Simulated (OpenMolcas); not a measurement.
**PH (SMILES [PH]): a chain of runs**

Wanted: a single-point energy (UHF/6-31G*), then a single-point energy (CASSCF(4,4)/6-31G*), then the energy (CASPT2(4,4)/6-31G*), then a single-point energy (SC-NEVPT2(4,4)/6-31G*), then the energy (MRCI(4,4)/6-31G*) of PH. 

The results are computed with OpenMolcas 26.06.

1 further run of the same task is left out (set aside as unsound or not needed).

### Step 1. The system as given

The species is PH (2 atoms), meant as a triplet with charge 0. As SMILES, `[PH]`. The P1–H2 distance was set to 2.798 Å, away from the relaxed value.

### Step 2. The energy at UHF/6-31G(d) (spherical functions) (run 1)

step1.inp

```
>>> EXPORT MOLCAS_PRINT=2
&GATEWAY
BASLIB
$CurrDir
COORD
2
angstrom
P        0.000000       0.000000      -1.399030
H        0.000000       0.000000       1.399070
BASIS
6-31Gs
GROUP
NoSym
&SEWARD
&SCF
UHF
SPIN
3
SCRAMBLE
0.25
PRORBITALS
1 1
```

The basis set 6-31G* is read from a file made from the Basis Set Exchange's data (not shown).

Started as:

```
$ export MOLCAS_MEM=1860
$ pymolcas step1.inp > step1.log
```

Log:

```text
--- Start Module: gateway ---
[...]
--- Stop Module: gateway /rc=_RC_ALL_IS_WELL_ ---
--- Start Module: seward ---
[...]
      Basis functions           20
--- Stop Module: seward /rc=_RC_ALL_IS_WELL_ ---
--- Start Module: scf ---
[...]
       Convergence after  23 Iterations
[...]
::    Total SCF energy                               -341.1562334081
[...]
      Total spin, S                                     1.2828148565
[...]
      Total electronic charge=   16.000000
      Total            charge=   -0.000000
[...]
      Dipole Moment (debye):
      Origin of the operator (angstrom)=    0.0000    0.0000   -1.3109
                   X= -2.7984E-07               Y=  4.3068E-07               Z= -1.3872E-01           Total=  1.3872E-01
      Quadrupole Moment (debye*angstrom):
[...]
--- Stop Module: scf /rc=_RC_ALL_IS_WELL_ ---
[...]
```

Wall time 2 s (1 thread of Arm Neoverse V1, shared host); peak memory 0.37 GiB.

### Step 3. The energy at CASSCF(4,4)/6-31G(d) (spherical functions) (run 2)

step2.inp

```
>>> EXPORT MOLCAS_PRINT=2

&gateway
  baslib = $CurrDir
  coord
  2
  angstrom
  P        0.000000       0.000000      -1.399030
  H        0.000000       0.000000       1.399070
  basis = 6-31Gs
  group = NoSym

&seward

&rasscf
  fileorb = $CurrDir/step1.UnaOrb
  spin = 3
  nactel = 4 0 0
  inactive = 6
  ras2 = 4
  orblisting = Nothing
```

The basis set 6-31G* is read from a file made from the Basis Set Exchange's data (not shown).

Started as:

```
$ export MOLCAS_MEM=1860
$ pymolcas step2.inp > step2.log
```

Log:

```text
--- Start Module: gateway ---
[...]
--- Stop Module: gateway /rc=_RC_ALL_IS_WELL_ ---
--- Start Module: seward ---
[...]
      Basis functions           20
--- Stop Module: seward /rc=_RC_ALL_IS_WELL_ ---
--- Start Module: rasscf ---
[...]
      Number of active orbitals                  4
[...]
      Spin quantum number                      1.0
[...]
      Active orbitals                            4
[...]
      Number of CSFs                            15
[...]
      Number of root(s) required                 1
[...]
      Convergence after 10 iterations
[...]
      printout of CI-coefficients larger than  0.05 for root  1
      energy=    -341.192960
      conf/sym  1111     Coeff  Weight
             1  2uu0  -0.76996 0.59285
             6  uduu  -0.31958 0.10213
             9  uudu   0.18451 0.03404
            10  uuud   0.26093 0.06809
            15  0uu2   0.45044 0.20289
      Natural orbitals and occupation numbers for root  1
      sym 1:   1.389951   1.000000   1.000000   0.610049
      ************************************************************************************************************************
      *                                                    Final results                                                     *
[...]
::    RASSCF root number  1 Total energy:   -341.19295953
[...]
      Total electronic charge=   16.000000
      Total            charge=   -0.000000
[...]
      Dipole Moment (debye):
      Origin of the operator (angstrom)=    0.0000    0.0000   -1.3109
                   X=  1.5505E-09               Y= -9.1098E-10               Z= -8.7868E-02           Total=  8.7868E-02
      Quadrupole Moment (debye*angstrom):
[...]
--- Stop Module: rasscf /rc=_RC_ALL_IS_WELL_ ---
[...]
```

It took 1.8 s on 1 thread of Arm Neoverse V1, shared host; peak memory 0.37 GiB.

### Step 4. A single-point energy at CASPT2(4,4)/6-31G(d) (spherical functions) (run 3)

step3.inp

```
&gateway
 baslib=$CurrDir
 coord
 2
 angstrom
 P        0.000000       0.000000      -1.399030
 H        0.000000       0.000000       1.399070
 basis=6-31Gs
 group=NoSym

&seward

&rasscf
 fileorb=$CurrDir/step2.RasOrb
 spin=3
 nactel=4 0 0
 inactive=6
 ras2=4
 orblisting=Nothing

&caspt2
 imaginary=0.1
 frozen=5
```

The basis set 6-31G* is read from a file made from the Basis Set Exchange's data (not shown).

Started as:

```
$ export MOLCAS_MEM=1860
$ pymolcas step3.inp > step3.log
```

Log:

```text
--- Start Module: gateway ---
[...]
--- Stop Module: gateway /rc=_RC_ALL_IS_WELL_ ---
[...]
      Basis functions           20
[...]
--- Start Module: rasscf ---
[...]
      Number of active orbitals                  4
[...]
      Spin quantum number                      1.0
[...]
      Active orbitals                            4
[...]
      Number of CSFs                            15
[...]
      Number of root(s) required                 1
[...]
      Convergence after  4 iterations
[...]
      printout of CI-coefficients larger than  0.05 for root  1
      energy=    -341.192960
      conf/sym  1111     Coeff  Weight
             1  2uu0  -0.76996 0.59285
             6  uduu  -0.31958 0.10213
             9  uudu   0.18451 0.03404
            10  uuud   0.26093 0.06809
            15  0uu2   0.45044 0.20289
      Natural orbitals and occupation numbers for root  1
      sym 1:   1.389951   1.000000   1.000000   0.610049
      ************************************************************************************************************************
      *                                                    Final results                                                     *
[...]
::    RASSCF root number  1 Total energy:   -341.19295953
[...]
      Total electronic charge=   16.000000
      Total            charge=   -0.000000
[...]
      Dipole Moment (debye):
      Origin of the operator (angstrom)=    0.0000    0.0000   -1.3109
                   X=  6.7533E-10               Y= -4.3086E-10               Z= -8.7868E-02           Total=  8.7868E-02
      Quadrupole Moment (debye*angstrom):
[...]
--- Stop Module: rasscf /rc=_RC_ALL_IS_WELL_ ---
--- Start Module: caspt2 ---
[...]
 ###    WARNING: User changed nr of frozen orbitals.                         ###
 ###############################################################################
[...]
      E2 (Variational):          -0.0574635985
      Total energy:            -341.2504231305
[...]
      Reference weight:           0.97250
[...]
::    CASPT2 Root  1     Total energy:   -341.25042313
[...]
--- Stop Module: caspt2 /rc=_RC_ALL_IS_WELL_ ---
[...]
```

Wall time 1.8 s (1 thread of Arm Neoverse V1, shared host); peak memory 0.37 GiB.

### Step 5. A single-point energy at SC-NEVPT2(4,4)/6-31G(d) (spherical functions) (run 4)

step4.input

```
&gateway
  baslib=$CurrDir
  coord
  2
  angstrom
  P        0.000000       0.000000      -1.399030
  H        0.000000       0.000000       1.399070
  basis=6-31Gs
  group=NoSym

&seward

&rasscf
  fileorb=$CurrDir/step2.RasOrb
  spin=3
  nactel=4 0 0
  inactive=6
  ras2=4
  orblisting=Nothing

&caspt2
  sc-nevpt2
  frozen=5
```

The basis set 6-31G* is read from a file made from the Basis Set Exchange's data (not shown).

Started as:

```
$ export MOLCAS_MEM=1860
$ pymolcas step4.input > step4.log
```

Log:

```text
--- Start Module: gateway ---
[...]
--- Stop Module: gateway /rc=_RC_ALL_IS_WELL_ ---
[...]
      Basis functions           20
[...]
--- Start Module: rasscf ---
[...]
      Number of active orbitals                  4
[...]
      Spin quantum number                      1.0
[...]
      Active orbitals                            4
[...]
      Number of CSFs                            15
[...]
      Number of root(s) required                 1
[...]
      Convergence after  4 iterations
[...]
      printout of CI-coefficients larger than  0.05 for root  1
      energy=    -341.192960
      conf/sym  1111     Coeff  Weight
             1  2uu0  -0.76996 0.59285
             6  uduu  -0.31958 0.10213
             9  uudu   0.18451 0.03404
            10  uuud   0.26093 0.06809
            15  0uu2   0.45044 0.20289
      Natural orbitals and occupation numbers for root  1
      sym 1:   1.389951   1.000000   1.000000   0.610049
      ************************************************************************************************************************
      *                                                    Final results                                                     *
[...]
::    RASSCF root number  1 Total energy:   -341.19295953
[...]
      Total electronic charge=   16.000000
      Total            charge=   -0.000000
[...]
      Dipole Moment (debye):
      Origin of the operator (angstrom)=    0.0000    0.0000   -1.3109
                   X=  6.7533E-10               Y= -4.3086E-10               Z= -8.7868E-02           Total=  8.7868E-02
      Quadrupole Moment (debye*angstrom):
[...]
--- Stop Module: rasscf /rc=_RC_ALL_IS_WELL_ ---
--- Start Module: caspt2 ---
[...]
 ###    WARNING: User changed nr of frozen orbitals.                         ###
 ###############################################################################
[...]
      E2 (Variational):          -0.0580411186
[...]
      E2 (Variational):          -0.0580274670
      Total energy:            -341.2509869989
[...]
      Reference weight:           0.97164
[...]
::    SC-NEVPT2 Root  1     Total energy:   -341.25098700
[...]
--- Stop Module: caspt2 /rc=_RC_ALL_IS_WELL_ ---
[...]
```

Wall time 1.8 s (1 thread of Arm Neoverse V1, shared host); peak memory 0.37 GiB.

### Step 6. The energy at MRCI(4,4)/6-31G(d) (spherical functions) (run 5)

step5.input

```
>>> EXPORT MOLCAS_PRINT=2

&GATEWAY
 BasLib=$CurrDir
 Coord
 2
 angstrom
 P        0.000000       0.000000      -1.399030
 H        0.000000       0.000000       1.399070
 Basis=6-31Gs
 Group=NoSym

&SEWARD

&RASSCF
 FileOrb=$CurrDir/step2.RasOrb
 Spin=3
 Nactel=4 0 0
 Inactive=6
 Ras2=4
 OrbListing=Nothing

&MOTRA
 LumOrb
 Frozen=5

&GUGA
 Electrons=6
 Spin=3
 Inactive=1
 Active=4
 CIAll=1

&MRCI
 SDCI
```

The basis set 6-31G* is read from a file made from the Basis Set Exchange's data (not shown).

Started as:

```
$ export MOLCAS_MEM=1860
$ pymolcas step5.input > step5.log
```

Log:

```text
--- Start Module: gateway ---
[...]
--- Stop Module: gateway /rc=_RC_ALL_IS_WELL_ ---
[...]
      Basis functions           20
[...]
      Number of active orbitals                  4
[...]
      Spin quantum number                      1.0
[...]
      Active orbitals                            4
[...]
      Number of CSFs                            15
[...]
      Number of root(s) required                 1
[...]
      Convergence after  4 iterations
[...]
      printout of CI-coefficients larger than  0.05 for root  1
      energy=    -341.192960
      conf/sym  1111     Coeff  Weight
             1  2uu0  -0.76996 0.59285
             6  uduu  -0.31958 0.10213
             9  uudu   0.18451 0.03404
            10  uuud   0.26093 0.06809
            15  0uu2   0.45044 0.20289
      Natural orbitals and occupation numbers for root  1
      sym 1:   1.389951   1.000000   1.000000   0.610049
      ************************************************************************************************************************
      *                                                    Final results                                                     *
[...]
::    RASSCF root number  1 Total energy:   -341.19295953
[...]
      Dipole Moment (debye):
      Origin of the operator (angstrom)=    0.0000    0.0000   -1.3109
                   X=  6.7533E-10               Y= -4.3086E-10               Z= -8.7868E-02           Total=  8.7868E-02
      Quadrupole Moment (debye*angstrom):
[...]
      *** WARNING: Default frozen orbitals is overwritten by user input.
      *** Default values:   5
[...]
--- Start Module: guga ---
[...]
--- Stop Module: guga /rc=_RC_ALL_IS_WELL_ ---
--- Start Module: mrci ---
[...]
       (But an ACPF correction will be computed)
       USE THE DEFAULT ACPF G-VALUE GFAC=  0.33333333333333331
[...]
                      CI ENERGY:  -341.26538459
[...]
                ACPF CORRECTION:    -0.00218157
[...]
      Total electronic charge=   16.000000
      Total            charge=   -0.000000
[...]
     ACPF CORRECTION:     -0.00218157
[...]
  CI State   1     Total energy:   -341.26538459     QDav:     -0.00332239     QACPF:     -0.00218157
[...]
--- Stop Module: mrci /rc=_RC_ALL_IS_WELL_ ---
[...]
```

Run time: 1.9 s. Hardware: 1 thread of Arm Neoverse V1, shared host; peak memory 0.37 GiB.

### Step 7. Results

| quantity | value |
| --- | --- |
| run 1, UHF/6-31G*: total energy | -341.15623 Eh |
| run 1, UHF/6-31G*: dipole moment | 0.14 D |
| run 1, UHF/6-31G*: HOMO energy (highest over α and β) | -9.70 eV |
| run 1, UHF/6-31G*: LUMO energy (lowest over α and β) | 0.82 eV |
| run 1, UHF/6-31G*: ⟨S²⟩ | 2.928 |
| run 2, CASSCF(4,4)/6-31G*: total energy | -341.19296 Eh |
| run 2, CASSCF(4,4)/6-31G*: dipole moment (CASSCF density) | 0.09 D |
| run 3, CASPT2(4,4)/6-31G*: total energy | -341.25042 Eh |
| run 3, CASPT2(4,4)/6-31G*: dipole moment (CASSCF density) | 0.09 D |
| run 4, SC-NEVPT2(4,4)/6-31G*: total energy | -341.25099 Eh |
| run 4, SC-NEVPT2(4,4)/6-31G*: dipole moment (CASSCF density) | 0.09 D |
| run 5, MRCI(4,4)/6-31G*: total energy | -341.26538 Eh |
| run 5, MRCI(4,4)/6-31G*: dipole moment (CASSCF density) | 0.09 D |

What this shows: ⟨S²⟩ (run 1, UHF/6-31G*) is 2.93 where a pure triplet has 2.00: the reference is spin-contaminated. The run (run 1, UHF/6-31G*) may have ended on a state above the lowest.
